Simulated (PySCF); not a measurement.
# Stretching AlB⁺

Set-up: PySCF, no relativity, basis sets Al aug-cc-pV(D+d)Z, B aug-cc-pVDZ. Energies in eV from Al⁺ + B in their ground configurations at the same level. State: ²Σ⁺ (doublet), unpaired electrons σ ↑.

All columns are revPBE. A positive dipole points towards B; it is taken about the centre of mass and depends on that origin.

```json
{"R (Å)": "2.361", "E (eV)": "-0.743", "μ (D)": "0.57", "Mulliken charge on Al (basis-dependent)": "0.86", "HOMO (eV)": "-10.79", "LUMO (eV)": "-10.38", "Mayer bond order": "0.45", "⟨S²⟩": "0.76"}
{"R (Å)": "2.470", "E (eV)": "-0.860", "μ (D)": "0.56", "Mulliken charge on Al (basis-dependent)": "0.86", "HOMO (eV)": "-10.72", "LUMO (eV)": "-10.15", "Mayer bond order": "0.41", "⟨S²⟩": "0.76"}
{"R (Å)": "2.580", "E (eV)": "-0.927", "μ (D)": "0.54", "Mulliken charge on Al (basis-dependent)": "0.86", "HOMO (eV)": "-10.65", "LUMO (eV)": "-9.95", "Mayer bond order": "0.38", "⟨S²⟩": "0.76"}
{"R (Å)": "2.663", "E (eV)": "-0.953", "μ (D)": "0.51", "Mulliken charge on Al (basis-dependent)": "0.85", "HOMO (eV)": "-10.59", "LUMO (eV)": "-9.80", "Mayer bond order": "0.37", "⟨S²⟩": "0.76"}
{"R (Å)": "2.745", "E (eV)": "-0.965", "μ (D)": "0.46", "Mulliken charge on Al (basis-dependent)": "0.84", "HOMO (eV)": "-10.53", "LUMO (eV)": "-9.67", "Mayer bond order": "0.36", "⟨S²⟩": "0.76"}
{"R (Å)": "2.827", "E (eV)": "-0.965", "μ (D)": "0.41", "Mulliken charge on Al (basis-dependent)": "0.83", "HOMO (eV)": "-10.46", "LUMO (eV)": "-9.55", "Mayer bond order": "0.36", "⟨S²⟩": "0.76"}
{"R (Å)": "2.937", "E (eV)": "-0.952", "μ (D)": "0.34", "Mulliken charge on Al (basis-dependent)": "0.82", "HOMO (eV)": "-10.36", "LUMO (eV)": "-9.40", "Mayer bond order": "0.35", "⟨S²⟩": "0.76"}
{"R (Å)": "3.074", "E (eV)": "-0.923", "μ (D)": "0.23", "Mulliken charge on Al (basis-dependent)": "0.80", "HOMO (eV)": "-10.22", "LUMO (eV)": "-9.22", "Mayer bond order": "0.36", "⟨S²⟩": "0.76"}
{"R (Å)": "3.239", "E (eV)": "-0.877", "μ (D)": "0.09", "Mulliken charge on Al (basis-dependent)": "0.78", "HOMO (eV)": "-10.06", "LUMO (eV)": "-9.03", "Mayer bond order": "0.37", "⟨S²⟩": "0.76"}
{"R (Å)": "3.459", "E (eV)": "-0.808", "μ (D)": "-0.10", "Mulliken charge on Al (basis-dependent)": "0.76", "HOMO (eV)": "-9.83", "LUMO (eV)": "-8.81", "Mayer bond order": "0.39", "⟨S²⟩": "0.76"}
```

A fit through these points gives, at Re = 2.786 Å, μ = 0.44 D and dμ/dR = -0.606 D/Å; the reduced mass is 7.819 u.

**Question.** How strong is the fundamental in the double-harmonic approximation, I = 42.26·(dμ/dR)²/μred km/mol?

**Answer.** I = 42.26·(-0.606)²/7.819 = 1.98 km/mol at revPBE.

For an ion De counts to the pair picked by the measured ionisation energies or electron affinities, which need not be the lowest pair at this level. The state is the lowest determinant that a PBE0 search found; another state may lie lower at other levels.
